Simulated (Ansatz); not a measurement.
Candidates: hcp Cd, hcp Ru, hcp Os, hcp Tl, hcp Zr, hcp Sc. Level: r²SCAN (Ansatz, a quantum-chemistry and plane-wave program, plane waves, PAW).

Ansatz's runs of these crystals have no spin polarisation. Meta-GGAs and exact exchange favour moments, which can bear on hcp Sc.

Spin–orbit coupling is left out, also for the solids with elements from indium on (hcp Os, hcp Tl); its size isn't shown.

Ansatz's density-functional and Hartree–Fock values are scalar-relativistic unless marked +SOC, with PAW data made under PBE.

Question: Which of them have a computed lattice parameter c between 4.7 and 5.4 Å?

Answer: hcp Zr, hcp Sc. The values: hcp Cd 5.767 Å; hcp Ru 4.261 Å; hcp Os 4.317 Å; hcp Tl 5.570 Å; hcp Zr 5.153 Å; hcp Sc 5.192 Å.
